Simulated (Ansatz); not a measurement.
```yaml
crystal:
  periodic: [false, false, false]
  atoms:
    - {symbol: N, position_ang: [-1.169423, 0.834019, -0.846348]}
    - {symbol: Si, position_ang: [0.462896, 0.552438, -0.344926]}
    - {symbol: Al, position_ang: [0.509841, -1.296728, 1.273021]}
    - {symbol: H, position_ang: [-1.780023, 0.047707, -0.997267]}
    - {symbol: H, position_ang: [-1.378865, 1.575809, -1.496099]}
    - {symbol: H, position_ang: [0.974254, 1.818040, 0.259847]}
    - {symbol: H, position_ang: [1.423528, 0.262217, -1.464199]}
    - {symbol: H, position_ang: [1.779868, -1.555758, 2.194307]}
    - {symbol: H, position_ang: [-0.733678, -2.284044, 1.404563]}
basis:
  gaussian: {orbitals: def2-TZVPP, final_grid: {core_spheres: 8, valence_spheres: 7, degree: 23}}
hamiltonian: {xc: {name: PBEsol}, dispersion: d4}
output: {forces: true}
```

```sh
$ ansatz run in.yaml --threads 2 --pin off --events-out ev --progress --plain --max-ram 4352MiB
```

Shortened log:

```
Functional definition: PBEsol
1066 factors; their error is unknown
mean field evaluation 1: about -16009.3258 eV, gradient 7.0e1 eV
mean field evaluation 2: about -15940.4778 eV, gradient 1.4e2 eV
mean field evaluation 4: about -16018.8159 eV, gradient 1.1e1 eV
mean field evaluation 8: about -16019.1065 eV, gradient 2.8e-1 eV
mean field evaluation 16: about -16019.0847 eV, gradient 2.3e-4 eV
mean field -16019.08468236 eV, -588.6905039510 hartree, gradient 2.5e-5 eV, S^2 0.000000; 0 other end points of the search recorded, 0 dependent functions left out
reference -16019.08474009 eV, -588.6905060727 hartree; 20, 20 occupied and 179, 179 virtual orbitals, 1066 factors
Total energy: -16019.13673984 eV, -588.6924170283 hartree
Atom 0 at    -1.169423     0.834019    -0.846348 Å, force     0.197214     0.050834     0.312282 eV/Å
Atom 1 at     0.462896     0.552438    -0.344926 Å, force    -0.065047    -0.172690     0.102050 eV/Å
Atom 2 at     0.509841    -1.296728     1.273021 Å, force    -0.000478     0.139744    -0.117054 eV/Å
Atom 3 at    -1.780023     0.047707    -0.997267 Å, force    -0.270569    -0.354661    -0.057989 eV/Å
Atom 4 at    -1.378865     1.575809    -1.496099 Å, force    -0.098416     0.335864    -0.288699 eV/Å
Atom 5 at     0.974254     1.818040     0.259847 Å, force     0.073968     0.165550     0.085597 eV/Å
Atom 6 at     1.423528     0.262217    -1.464199 Å, force     0.160265    -0.045325    -0.135311 eV/Å
Atom 7 at     1.779868    -1.555758     2.194307 Å, force     0.119121    -0.026628     0.084823 eV/Å
Atom 8 at    -0.733678    -2.284044     1.404563 Å, force    -0.116058    -0.092687     0.014303 eV/Å
Dipole moment:    -0.189568     0.002866    -0.198089 e Å
```

Hardware: 2 threads of an AMD EPYC 7B13 on a shared host. Wall time 1.9 s, peak host memory 0.22 GiB.
